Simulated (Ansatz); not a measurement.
**BPHO+ (triplet): from Hartree-Fock to the top rungs, def2-QZVPP**

The task here is to estimate one member of a computed series from the others.

Computed with Ansatz 0.2.0, Gaussian basis. Level: def2-QZVPP, core rule «outside noble gas», up to 7 orbitals frozen.

Plan: UHF; ROHF; CCSD(T) on UHF.

2 further runs of the same task are left out: 2 set aside as unsound or not needed.

## The system

The geometry is a PBE0/def2-TZVP stationary point (not a proven minimum) of the parent state, kept for this charge and spin.

4 atoms, charge 1, spin multiplicity 3.

Atoms are counted from 1 here; the program's logs count them from 0.

Bond lengths: O1–B2 1.313 Å, O1–H4 0.963 Å, B2–P3 1.737 Å. Angles: B2–O1–H4 117.1°, O1–B2–P3 177.9°.

The first run:

in.yaml reads:

```yaml
crystal:
  periodic: [false, false, false]
  atoms:
    - {symbol: O, position_ang: [0.000010, -0.253523, 0.967945]}
    - {symbol: B, position_ang: [-0.000021, -0.179739, -0.342663]}
    - {symbol: P, position_ang: [0.000006, -0.144524, -2.078829]}
    - {symbol: H, position_ang: [0.000006, 0.577785, 1.453547]}
basis:
  gaussian: {orbitals: "def2-QZVPP.json"}
total_charge: 1
magnetization: {spin_polarized: true, initial_magnetization: 2}
hamiltonian: {xc: hf}
output: {orbitals: {seedname: orbitals}}
```

Command:

```sh
$ ansatz run in.yaml --threads 1 --pin off --events-out ev --progress --plain --max-ram 2393MiB
```

Steps of the session up to this table: UHF; ROHF; CCSD(T) on UHF.

One table of the session follows, with a row left open; its other results are not shown here.

```
  method  from UCCSD(T) (meV)
    ROHF             +12948.7
     UHF                    ?
    UMP2              +1107.1
   UCCSD               +548.8
UCCSD(T)                    0
```

**Question.** Estimate the row for UHF.

The run gave: from UCCSD(T) (meV): +12777.9. In the column «from UCCSD(T) (meV)» it lies between UMP2 (+1107.1) and ROHF (+12948.7).
